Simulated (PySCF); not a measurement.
One molecule, a ladder of functionals, a line

Molecule: SMILES CCC(=O)Cl, C$_{3}$H$_{5}$ClO.

Geometry:
```tsv
atom	x (Å)	y (Å)	z (Å)
C1	-0.443	0.230	0.524
C2	0.755	1.156	0.455
C3	2.049	0.465	0.774
O4	2.209	-0.674	1.049
Cl5	3.443	1.595	0.697
H6	-1.363	0.776	0.273
H7	-0.558	-0.196	1.531
H8	-0.337	-0.609	-0.178
H9	0.668	2.008	1.149
H10	0.877	1.613	-0.541
```

GIAO shieldings (ppm, equivalent atoms averaged) in PySCF 2.14 on the PBE0-D3(BJ)/def2-SVP geometry, basis pcSseg-2, gas phase, non-relativistic:

| functional | exact exchange (%) | σ(C2) | σ(Cl5) |
| --- | --- | --- | --- |
| BLYP | 0 | 127.7 | 423.6 |
| BP86 | 0 | 132.4 | 438.0 |
| PBE | 0 | 132.8 | 441.2 |
| PBE0 | 25 | 139.1 | 480.1 |
| mPW1PW91 | 25 | 138.4 | 476.9 |
| HF | 100 | 151.3 | 577.9 |

(1) Fit each shielding as a line in the percentage of exact exchange.

(2) What does the line predict for B3LYP (20 %), and what does the run give?

Results:

(1) σ(C2) = 131.9 + 0.20 x (rms 2.1 ppm); σ(Cl5) = 437.0 + 1.44 x (rms 6.7 ppm). The functionals also differ in their semilocal parts, which the line can't hold; Hartree–Fock has no correlation at all.

(2) σ(C2): 135.9 predicted, 133.2 computed; σ(Cl5): 465.8 predicted, 455.0 computed ppm.
